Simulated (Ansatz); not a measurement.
Input for Ansatz (development build ahead of 0.2.0):

```yaml
crystal:
  periodic: [false, false, false]
  atoms:
    - { symbol: H, position_ang: [0.04739, -0.01642, -1.35824] }
    - { symbol: B, position_ang: [0.00359, -0.00611, -0.11901] }
    - { symbol: S, position_ang: [-0.03428, 0.02323, 1.50057] }
basis:
  gaussian: { orbitals: def2-SVP }
total_charge: 1
magnetization:
  initial_magnetization: 1
hamiltonian:
  xc: hf
correlation:
  method: ccsd_t
  frozen_orbitals: { B: 1, H: 0, S: 5 }
scf:
  omitted_lower_state_checks: [stability, starts, atomic_configurations, cluster_reference, orbital_swaps, given_window_search, neighbouring_geometries, increment]
```

The input is written out in the form of the current development build from the run's settings. Correlation on restricted open-shell orbitals is semicanonical, with singles.

Output:

- Converged: yes
- Reference energy: -422.30099 hartree
- Correlation energy: -0.20176 hartree
- Total energy: -422.50275 hartree
